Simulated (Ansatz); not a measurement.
in.yaml

```yaml
crystal:
  periodic: [false, false, false]
  atoms:
    - {symbol: Ge, position_ang: [0.000000, -0.023273, 0.004309]}
    - {symbol: H, position_ang: [0.000000, 0.930672, -1.649254]}
    - {symbol: H, position_ang: [0.000000, 0.746546, 1.338710]}
basis:
  gaussian: {orbitals: cc-pVDZ}
magnetization: {spin_polarized: false, initial_magnetization: 2}
correlation: {method: ccsdt_q, electrons: outside_noble_gas}
```

```sh
$ ansatz run in.yaml --threads 1 --pin off --events-out ev --progress --plain --max-ram 2393MiB
```

Roughly how long does this take on 1 thread of Arm Neoverse V1, shared host, and how much host memory?

3.3 s wall and 0.11 GiB.

```
703 factors; integrals over basis functions are off by at most 2.0e-7 eV
mean field evaluation 1: about -56501.1043 eV, gradient 6.6e0 eV
mean field evaluation 2: about -56501.1143 eV, gradient 6.6e0 eV
mean field evaluation 4: about -56501.6473 eV, gradient 9.3e-1 eV
mean field evaluation 8: about -56501.6644 eV, gradient 9.4e-3 eV
mean field evaluation 16: about -56501.6492 eV, gradient 2.9e-1 eV
mean field evaluation 32: about -56498.8008 eV, gradient 3.8e-3 eV
mean field -56501.66443011 eV, -2076.3978696029 hartree, gradient 1.5e-6 eV, S^2 2.000000; 1 other end points of the search recorded, 0 dependent functions left out
mean field evaluation 64: about -56501.7295 eV, gradient 7.3e-1 eV
determinant -56501.66443011 eV, -2076.3978696029 hartree, with singles and doubles -56504.31137249 eV, -2076.4951429411 hartree
determinant -56498.80075223 eV, -2076.2926313818 hartree, with singles and doubles -56501.44226981 eV, -2076.3897053625 hartree
14 core orbitals not correlated: weight in the atoms' cores, before any rotation towards them, 1.000 or more for the frozen orbitals, at most 0.000 for the correlated occupied ones
reference -56501.66443011 eV, -2076.3978696029 hartree; 4, 2 occupied and 19, 21 virtual orbitals, 703 factors
second order -1.96448608 eV of doubles, -0.03583905 eV of singles
cycle   1  -2.43116223 eV  change   -4.3e-1 eV  update   6.3e-2
cycle   2  -2.69964096 eV  change   -2.7e-1 eV  update   3.1e-2
cycle   3  -2.72533483 eV  change   -2.6e-2 eV  update   1.1e-2
cycle   4  -2.73264621 eV  change   -7.3e-3 eV  update   5.2e-3
cycle   5  -2.73207079 eV  change    5.8e-4 eV  update   2.4e-3
cycle   6  -2.73221078 eV  change   -1.4e-4 eV  update   1.1e-3
cycle   7  -2.73297255 eV  change   -7.6e-4 eV  update   5.8e-4
cycle   8  -2.73282067 eV  change    1.5e-4 eV  update   2.6e-4
cycle   9  -2.73263443 eV  change    1.9e-4 eV  update   1.1e-4
cycle  10  -2.73268641 eV  change   -5.2e-5 eV  update   4.5e-5
cycle  11  -2.73270806 eV  change   -2.2e-5 eV  update   2.2e-5
cycle  12  -2.73270889 eV  change   -8.3e-7 eV  update   1.2e-5
cycle  13  -2.73269654 eV  change    1.2e-5 eV  update   5.3e-6
cycle  14  -2.73269433 eV  change    2.2e-6 eV  update   2.2e-6
cycle  15  -2.73269548 eV  change   -1.1e-6 eV  update   1.0e-6
cycle  16  -2.73269616 eV  change   -6.8e-7 eV  update   4.1e-7
perturbative correction -0.00144302 eV, -0.0000530298 hartree
Total energy: -56504.39856928 eV, -2076.4983473642 hartree
```

For the same geometry and basis full CI lies 0.2 meV higher.
